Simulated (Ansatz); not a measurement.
# S₂F (doublet): from Hartree-Fock to the top rungs, def2-TZVPP

The task here is to estimate one member of a computed series from the others.

Computed with Ansatz 0.2.0, Gaussian basis. Level: def2-TZVPP, core rule «outside noble gas», up to 11 orbitals frozen.

The runs, in order: UHF; ROHF; CCSD(T) on UHF.

2 further runs of the same task are left out: 2 set aside as unsound or not needed.

## The system

The geometry is a PBE0/def2-TZVP stationary point (not a proven minimum).

3 atoms, charge 0, spin multiplicity 2.

Atoms are counted from 1 here; the program's logs count them from 0.

Bond lengths: F1–S2 1.625 Å, S2–S3 1.883 Å. Angles: F1–S2–S3 108.7°.

Set-up of the first run:

File in.yaml:

```yaml
crystal:
  periodic: [false, false, false]
  atoms:
    - {symbol: F, position_ang: [0.000000, -0.602011, 1.524080]}
    - {symbol: S, position_ang: [0.000000, 0.574572, 0.402582]}
    - {symbol: S, position_ang: [0.000000, -0.217883, -1.305595]}
basis:
  gaussian: {orbitals: def2-TZVPP}
magnetization: {spin_polarized: true, initial_magnetization: 1}
hamiltonian: {xc: hf}
output: {orbitals: {seedname: orbitals}}
```

Run with:

```console
ansatz run in.yaml --threads 1 --pin off --events-out ev --progress --plain --max-ram 4096MiB --backend cpu
```

Among the steps run: UHF; ROHF; CCSD(T) on UHF.

One of the session's tables, all rows but one given; the rest of the session is left out.

```
  method  from UCCSD(T) (kcal/mol)
    ROHF                   +402.62
     UHF                         ?
    UMP2                    +34.76
   UCCSD                    +17.75
UCCSD(T)                         0
```

Estimate the missing values for UHF.

The run gave: from UCCSD(T) (kcal/mol): +397.64. In the column «from UCCSD(T) (kcal/mol)» it lies between UMP2 (+34.76) and ROHF (+402.62).

With the free atoms at the same levels and basis (separate runs), the atomisation energy is 6.932 eV at UCCSD(T), 3.591 eV at ROHF.
